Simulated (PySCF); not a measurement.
# Towards the basis-set limit for SiN

What constants does extrapolated CCSD(T) give for SiN, and what does each step add?

Program: PySCF 2.14.0. Level of theory: CCSD(T) on ROHF, no relativity in the base curves; scalar relativity is added as a correction. These are calculated values, not measurements.

### 1 The job

* molecule: SiN
* state: doublet, unpaired electrons σ ↑
* smaller basis: Si cc-pV(T+d)Z, N cc-pVTZ
* larger basis: Si cc-pV(Q+d)Z, N cc-pVQZ
* frozen core orbitals: 6
* extrapolation: correlation as n⁻³ (n = 3, 4), Hartree–Fock as (n+1)·exp(−9√n)
* corrections: core–valence correlation, scalar relativity
* distances (Å): 1.3830, 1.4459, 1.5087, 1.5716, 1.6345, 1.7130, 1.7916
* masses (u): 27.9769, 14.0031
* dissociation limit: Si + N

Run with:

```
$ OMP_NUM_THREADS=4 python comp.py task.json out
```

### 2 The runs

Before running it: what results should come out? Wanted: for each run, Re; ωe; ωexe; αe; De.

**Answer**, as computed:

| level | Re (Å) | ωe (cm⁻¹) | ωexe (cm⁻¹) | αe (cm⁻¹) | De (eV) |
| --- | --- | --- | --- | --- | --- |
| CCSD(T)/cc-pVTZ(-PP) | 1.5848 | 1132.5 | 6.36 | 0.00544 | 4.280 |
| CCSD(T)/cc-pVQZ(-PP) | 1.5799 | 1144.0 | 6.35 | 0.00544 | 4.504 |
| HF/CBS | 1.5320 | 1315.1 | 5.25 | 0.00463 | 1.169 |
| MP2/CBS | 1.5868 | 1101.1 | 6.87 | 0.00586 | 4.671 |
| CCSD/CBS | 1.5639 | 1205.2 | 5.68 | 0.00500 | 4.215 |
| CCSD(T)/CBS | 1.5774 | 1151.9 | 6.29 | 0.00540 | 4.636 |
| CCSD(T)/CBS+CV | 1.5729 | 1157.6 | 6.30 | 0.00542 | 4.666 |
| CCSD(T)/CBS+CV+SR | 1.5725 | 1156.6 | 6.31 | 0.00543 | 4.658 |

What this shows: The last step gives Re = 1.5725 Å, ωe = 1156.6 cm⁻¹ and De = 4.658 eV; the smaller basis alone is off from it by +12.3 mÅ and -0.38 eV. Near the minimum the mean field binds by 1.13 eV and correlation adds 3.51 eV of binding. T1 is 0.064, large enough to doubt a single reference. Spin–orbit coupling and excitations beyond (T) are left out.
